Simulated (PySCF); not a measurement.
Spin-Hamiltonian simulation

Molecule: SMILES C=NCC#C, C₄H₅N.

Geometry:
```csv
atom,x (Å),y (Å),z (Å)
C1,2.014,-0.793,0.170
C2,1.161,0.067,0.135
C3,0.110,1.083,0.089
N4,-1.267,0.643,0.006
C5,-1.547,-0.587,-0.023
H6,2.778,-1.547,0.204
H7,0.291,1.757,-0.767
H8,0.193,1.733,0.978
H9,-0.795,-1.398,0.009
H10,-2.605,-0.881,-0.085
```

A single conformation, non-relativistic Hamiltonian, no solvent, averaged over atoms made equivalent by symmetry, fast rotation or ring inversion. Couplings computed with B3LYP/pcJ-1 (spin–dipole term only in couplings to heteroatoms); PBE0-D3(BJ)/def2-SVP geometry; GIAO PBE0/pcSseg-1 shieldings; PySCF.

Shifts are taken against calculated references (same method and geometry level): ¹H (σref 31.27) vs TMS.

Shifts (ppm): H6 2.46, H7/H8 4.70, H9 7.95, H10 7.54.
Couplings (Hz): H6–H7, H6–H8: -3.6; H7–H8: -26.9; H7–H9, H8–H9: -3.5; H7–H10, H8–H10: -3.9; H9–H10: 18.3.

The 5-spin Hamiltonian (Zeeman plus full scalar coupling among like nuclei) was diagonalised exactly; lines are Lorentzian, 1.0 Hz wide, and the maxima above 3 % are listed with the tallest set to 100.

Question: Give the ¹H peak list of this spin system at 200 MHz.

Answer: 
δ in ppm (height): 8.018 (14), 8.001 (28), 7.983 (15), 7.927 (22), 7.909 (44), 7.892 (23), 7.600 (22), 7.581 (44), 7.561 (23), 7.509 (14), 7.489 (28), 7.470 (15), 4.728 (38), 4.709 (100), 4.691 (99), 4.673 (38), 2.478 (38), 2.460 (72), 2.442 (36)

Question: And at 500 MHz?

Answer: 
Hz from δ = 0 (height): 3988.1 (17), 3984.6 (33), 3981.1 (17), 3969.8 (20), 3966.2 (40), 3962.8 (21), 3782.7 (20), 3778.8 (40), 3774.9 (20), 3764.4 (17), 3760.5 (33), 3756.6 (17), 2355.5 (38), 2351.8 (100), 2348.2 (100), 2344.5 (38), 1233.6 (38), 1230.0 (73), 1226.4 (37)

Question: Among coupled protons with different shifts, which pair is furthest from first order, and how does the field change that?

Answer: H9 and H10: Δν/J is about 4.5 at 200 MHz (intermediate, with clear roofing) and 11.2 at 500 MHz (close to first order). J in Hz doesn't depend on the field, while Δν in Hz grows in proportion to it.
